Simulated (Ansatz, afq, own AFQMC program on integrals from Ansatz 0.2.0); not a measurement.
**Atomization energy of C₃H₁₁NOSi, singlet, worked out**

```xyz
17

C     0.4783    2.1448    1.3793
O    -0.2266    1.0026    1.7684
Si    0.0958   -0.5387    1.2138
N    -0.1814   -0.8255   -0.4665
C     0.8489   -0.7440   -1.4704
C    -1.5144   -0.9819   -0.9940
H     0.1460    2.9980    1.9914
H     1.5705    2.0334    1.5225
H     0.3018    2.4023    0.3182
H     1.5437   -0.8373    1.4446
H    -0.8338   -1.3815    2.0096
H     0.7257    0.1339   -2.1360
H     1.8426   -0.6716   -1.0034
H     0.8515   -1.6427   -2.1169
H    -1.8326   -0.1167   -1.6088
H    -1.5896   -1.8826   -1.6330
H    -2.2457   -1.0931   -0.1788
```

Basis def2-SVP. Noble-gas cores (and the filled d shells of Ga–Kr and In–Xe) are frozen. Integrals, coupled cluster, full CI and functionals: Ansatz 0.2.0; the random walks run on the same integrals in our own AFQMC program. The CISD trial takes its coefficients from CCSD amplitudes. Released means that phaseless walkers are propagated on without the constraint, phases kept. Uncertainties: one standard error, sampling alone.

Total energies in eV. CBS is CCSD(T) at the limit of def2-TZVPP/QZVPP (MP2 extrapolated, CCSD(T) minus MP2 added); the highest rung of each member is named.

Cautions: C₃H₁₁NOSi (singlet): the ph-AFQMC/CISD walk drifts between its halves (2.9 errors), the released value is read at 0.63 1/Eh with a noise of 26 meV, more than in the cases checked, later times being too noisy (meV from the phaseless value at times in 1/Eh: 15 ± 22 at 0.21, 19 ± 31 at 0.42, 3 ± 26 at 0.63, -5 ± 51 at 0.90).

```json
{"member": "C (triplet)", "count": "+3", "CCSD(T)/def2-SVP": "-1026.2885", "highest rung in def2-SVP": "-1026.2976", "which": "FCI", "CCSD(T)/CBS": "-1028.3711"}
{"member": "O (triplet)", "count": "+1", "CCSD(T)/def2-SVP": "-2036.4313", "highest rung in def2-SVP": "-2036.4367", "which": "FCI", "CCSD(T)/CBS": "-2041.0257"}
{"member": "Si (triplet)", "count": "+1", "CCSD(T)/def2-SVP": "-7859.0718", "highest rung in def2-SVP": "-7859.0829", "which": "FCI", "CCSD(T)/CBS": "-7862.5673"}
{"member": "N (quartet)", "count": "+1", "CCSD(T)/def2-SVP": "-1480.8904", "highest rung in def2-SVP": "-1480.8953", "which": "FCI", "CCSD(T)/CBS": "-1483.9068"}
{"member": "H (doublet)", "count": "+11", "CCSD(T)/def2-SVP": "-13.5861", "highest rung in def2-SVP": "-13.5861", "which": "FCI", "CCSD(T)/CBS": "-13.6059"}
{"member": "C₃H₁₁NOSi, singlet", "count": "-1", "CCSD(T)/def2-SVP": "-14666.9670", "highest rung in def2-SVP": "-14667.0615 ± 0.0261", "which": "released AFQMC", "CCSD(T)/CBS": "-14688.0524"}
```

Q: Work out the best estimate of the atomization energy: the CCSD(T)/CBS difference plus the step from CCSD(T) to the highest rung.

A: Sums with the counts: CCSD(T)/CBS 65.7744 eV, highest rung 62.3067 eV, CCSD(T)/def2-SVP 62.2609 eV. The step is 62.3067 − 62.2609 = 0.0458 eV, so the best estimate is 65.7744 + (0.0458) = 65.8202 eV = 6350.7 kJ/mol, with sampling noise 0.026 eV. The step is under twice that noise, so its sign is open. The basis set is worth 3.514 eV of it. Zero-point, core-correlation and spin–orbit terms aren't in it. Past Ne the Hartree–Fock part of each CBS total tends to overshoot, since the cores don't follow the formula; that largely cancels in the difference.

Best estimates are given only where the step beyond CCSD(T) is under 0.3 eV and no member's determinant is very poor (T1 over 0.05, or 0.07 for open shells, ⟨S²⟩ too high by 0.3, two states mixed), so the hardest cases are missing from such tables.

Each member of a difference takes its own highest rung, so a best estimate needn't equal the limit plus the step of one row. Released energies are given only where the last usable release times agree within the noise; a slower fall can still hide under it.
